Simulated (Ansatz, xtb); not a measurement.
# Two isomers of C4H6S

Structure X is `C=C(C)C=S`, a singlet and structure Y is `C=CC(C)=S`, a singlet. Both are isolated molecules in the gas phase, relaxed with B3LYP/def2-SVP, each in the lowest conformer that the search found.

Question: Which of the two would you expect CCSD(T)/def2-SVP + ΔMP2/def2-TZVPP electronic energies to favour?

Answer: Too close to call at this level: CCSD(T)/def2-SVP + ΔMP2/def2-TZVPP gives E(Y) − E(X) = +0.65 kJ/mol.

The same difference at several levels:

```csv
level,geometry,E(Y) − E(X) (kJ/mol),departure from the last row (kJ/mol),"job, with rough time for the two"
GFN2-xTB,GFN2-xTB,−5.97,−6.63,"optimisation, 0.12 s"
HF/STO-3G,GFN2-xTB,+3.12,+2.47,"single point, 0.34 s"
r2SCAN-D4/def2-SVP,GFN2-xTB,+0.08,−0.57,"single point, 2 s"
B3LYP/def2-SVP,B3LYP/def2-SVP,+0.77,+0.12,"optimisation, 21 s"
HF/def2-SVP,B3LYP/def2-SVP,−0.25,−0.91,part of the CCSD(T) run
MP2/def2-SVP,B3LYP/def2-SVP,+1.63,+0.97,part of the CCSD(T) run
CCSD(T)/def2-SVP,B3LYP/def2-SVP,+1.02,+0.36,single point
CCSD(T)/def2-SVP + ΔMP2/def2-TZVPP,B3LYP/def2-SVP,+0.65,,"single point, 24 s"
```

As drawn, both hold the same kinds of bond in the same numbers.

The largest departure from CCSD(T)/def2-SVP + ΔMP2/def2-TZVPP is that of GFN2-xTB, 6.63 kJ/mol. The last row adds to CCSD(T) the change of the MP2 difference between the two basis sets, here −0.36 kJ/mol.

With harmonic frequencies from B3LYP/def2-SVP (ideal gas, rigid rotor, one conformer each, 298.15 K, 1 atm): the zero-point term adds +0.15 kJ/mol; ΔH is +1.04 and ΔG +0.47 kJ/mol.

The correlated steps freeze 9 core orbitals. Codes used: Ansatz 0.2.0, xtb 6.7.1; the last row on 2 threads of Intel(R) Xeon(R) 6975P-C (Granite Rapids) on a shared host.
